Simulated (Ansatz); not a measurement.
# SiH₂ (triplet): wave-function methods side by side at distance H1–H2 along a hydrogen transfer = 0.745 Å, cc-pVDZ

How much of the correlation energy of SiH₂ (triplet) does each wave-function method recover here?

Program: Ansatz 0.2.0, Gaussian basis. Level of theory: cc-pVDZ, core rule «outside noble gas», up to 5 orbitals frozen. These are calculated values, not measurements.

Plan: UHF; CCSD(T) on ROHF; CCSD(T) on UHF; BCCD(T) on ROHF; CISD; CCSDT(Q) on ROHF; CCSDT(Q) on UHF; CISDTQ; CASSCF and MRCISD+Q, 4 electrons in 4 orbitals; CASSCF and NEVPT2, 4 electrons in 4 orbitals; CASSCF and MRCISD+Q, 6 electrons in 6 orbitals; CASSCF and NEVPT2, 6 electrons in 6 orbitals; Full CI.

14 further runs of the same task are left out: 2 that didn't finish, 12 set aside as unsound or not needed.

**1. The system**

The geometry derives from fragments relaxed apart (PBE0/def2-TZVP) and kept rigid, so it is no stationary point. A hydrogen atom is moved between rigid fragments.

3 atoms, charge 0, spin multiplicity 3.

Atoms are counted from 1 here; the program's logs count them from 0.

Bond lengths: H1–H2 0.745 Å.

**2. UHF**

Input file in.yaml:

```yaml
crystal:
  periodic: [false, false, false]
  atoms:
    - {symbol: H, position_ang: [0.000000, 0.000000, -1.084000]}
    - {symbol: H, position_ang: [0.000000, 0.000000, -0.339000]}
    - {symbol: Si, position_ang: [0.000000, 0.000000, 1.423000]}
basis:
  gaussian: {orbitals: cc-pVDZ}
magnetization: {spin_polarized: true, initial_magnetization: 2}
hamiltonian: {xc: hf}
output: {orbitals: {seedname: orbitals}}
```

On the command line:

```
ansatz run in.yaml --threads 1 --pin off --events-out ev --progress --plain --max-ram 2393MiB
```

The runs that follow: CCSD(T) on ROHF; CCSD(T) on UHF; BCCD(T) on ROHF; CISD; CCSDT(Q) on ROHF; CCSDT(Q) on UHF; CISDTQ; CASSCF and MRCISD+Q, 4 electrons in 4 orbitals; CASSCF and NEVPT2, 4 electrons in 4 orbitals; CASSCF and MRCISD+Q, 6 electrons in 6 orbitals; CASSCF and NEVPT2, 6 electrons in 6 orbitals; Full CI.

**Question.** What will the summary of the whole plan be? Wanted: FCI below the RHF energy; RMP2 from FCI; UMP2 from FCI; RCCSD from FCI; RCCSD(T) from FCI; UCCSD(T) from FCI; RCCSDT(Q) from FCI; UCCSDT(Q) from FCI; MRCISD+Q pair from FCI.

**Answer**, as computed:

```
                         quantity                                                                                        value
         FCI below the RHF energy                                                                                   -3.0171 eV
                    RMP2 from FCI                                                                                   +785.4 meV
                    UMP2 from FCI                                                                                   +786.6 meV
                   RCCSD from FCI                                                                                    +68.2 meV
                RCCSD(T) from FCI                                                                                    +17.4 meV
                UCCSD(T) from FCI                                                                                    +16.8 meV
               RCCSDT(Q) from FCI                                                                                     +0.4 meV
               UCCSDT(Q) from FCI                                                                                     +0.3 meV
           MRCISD+Q pair from FCI                                                                                    -53.4 meV
          NEVPT2 valence from FCI                                                                                   +617.2 meV
        MRCISD+Q valence from FCI                                                                                     +6.6 meV
levels within 1 kcal/mol (43 meV)  RCCSD(T), UCCSD(T), BCCD(T), RCCSDT, UCCSDT, CISDTQ, RCCSDT(Q), UCCSDT(Q), MRCISD+Q valence
                    T1 diagnostic                                                                                        0.021
   effectively unpaired electrons                                                                                         2.05
```

RCCSD(T) misses by +17.4 meV, 0.6 % of the correlation energy. MRCISD+Q pair falls below full CI: the +Q correction isn't variational, and the cores differ from full CI's. One determinant dominates. Of the multireference levels listed MRCISD+Q valence comes nearest in total energy (+6.6 meV), which doesn't show that its space is the better one. These misses are within one basis, not against nature; the frozen cores of restricted and unrestricted runs differ, which can shift their rows.
